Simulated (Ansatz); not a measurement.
Geometry optimisation, RKS PBE-D4/def2-mTZVP (Ansatz 0.2.0).

input.yaml

```yaml
crystal:
  periodic: [false, false, false]
  atoms:
    - { symbol: B, position_ang: [-0.017703, -0.221582, 0.152287] }
    - { symbol: O, position_ang: [-0.216393, -0.610575, 1.473189] }
    - { symbol: H, position_ang: [-1.155911, -0.79928, 1.659385] }
    - { symbol: H, position_ang: [1.118368, -0.041498, -0.183872] }
    - { symbol: H, position_ang: [-0.951878, -0.15997, -0.606688] }
    - { symbol: S, position_ang: [-0.035063, 2.681399, 1.209075] }
    - { symbol: H, position_ang: [1.324069, 2.636606, 1.328626] }
    - { symbol: H, position_ang: [-0.173189, 1.5432, 1.988698] }
basis:
  gaussian: { orbitals: def2-mTZVP }
hamiltonian:
  xc: pbe
  dispersion: d4
relax:
  f_tol: 0.03
  max_steps: 50
```

Run as:

```bash
$ ansatz run input.yaml --threads 1 --pin off --max-ram 2048MiB --backend cpu --events-out ev --progress --plain --runs-dir out
```

Problem. Where does it end, and by what steps?

Solution. The run converged. The force dipped under the threshold on the way, but the program's further checks kept it going. After 30 steps the energy has fallen by 0.078 eV; H8 moved furthest, 0.97 Å.

| step | energy less start (eV) | largest force component (eV/Å) | accepted |
| --- | --- | --- | --- |
| 0 | 0.0000 | 0.556 | yes |
| 2 | -0.0364 | 0.464 | yes |
| 4 | -0.0594 | 0.299 | yes |
| 6 | -0.0653 | 0.090 | yes |
| 8 | -0.0685 | 0.260 | yes |
| 10 | -0.0714 | 0.057 | yes |
| 12 | -0.0726 | 0.035 | yes |
| 14 | -0.0731 | 0.043 | yes |
| 16 | -0.0742 | 0.085 | yes |
| 18 | -0.0755 | 0.056 | yes |
| 20 | -0.0758 | 0.049 | yes |
| 22 | -0.0768 | 0.080 | yes |
| 24 | -0.0775 | 0.047 | yes |
| 26 | -0.0778 | 0.067 | yes |
| 28 | -0.0781 | 0.032 | yes |
| 30 | -0.0782 | 0.027 | yes |

```xyz
8
Properties=species:S:1:pos:R:3
B 0.016 -0.226 0.302
O -0.490 -0.961 1.346
H -1.452 -1.096 1.267
H 1.211 -0.080 0.293
H -0.680 0.086 -0.632
S -0.191 2.454 1.370
H 0.908 2.843 0.664
H 0.570 2.007 2.409
```

Time of the run: 64 s on 1 thread of Arm Neoverse V1, on a shared host, peak memory 0.13 GiB.
